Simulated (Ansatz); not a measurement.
FLi, SMILES `[Li][F]`. Charge 0, multiplicity 1.

Cartesian coordinates in Å:
```
Li 0.530 0.429 -0.378
F -0.530 -0.429 0.378
```

Problem. What are the harmonic wavenumbers in cm⁻¹ at PBE0-D4/def2-TZVP (Ansatz, finite differences of forces, unscaled)? (An estimate is asked.)

Solution. The calculation gave: 928.

Problem. Is this a minimum?

Solution. Yes, all 1 modes are real.

Problem. Give the ideal-gas thermochemistry at 298.15 K and 1 bar (rigid rotor, harmonic oscillator; point group C∞v, symmetry number 1).

Solution. Zero-point energy 5.6 kJ/mol; H(298) − E = 14.4 kJ/mol; entropy 200.1 J/(mol·K), of which translation 149.5, rotation 50.1, vibration 0.5; G(298) − E = -45.3 kJ/mol.

Problem. And at 400, 500, 600, 800 and 1000 K?

Solution. 
```json
{"T (K)": "400", "H − E (kJ/mol)": "17.6", "S (J/mol/K)": "209.4", "G − E (kJ/mol)": "-66.2"}
{"T (K)": "500", "H − E (kJ/mol)": "20.9", "S (J/mol/K)": "216.8", "G − E (kJ/mol)": "-87.5"}
{"T (K)": "600", "H − E (kJ/mol)": "24.4", "S (J/mol/K)": "223.1", "G − E (kJ/mol)": "-109.5"}
{"T (K)": "800", "H − E (kJ/mol)": "31.4", "S (J/mol/K)": "233.2", "G − E (kJ/mol)": "-155.2"}
{"T (K)": "1000", "H − E (kJ/mol)": "38.6", "S (J/mol/K)": "241.3", "G − E (kJ/mol)": "-202.6"}
```
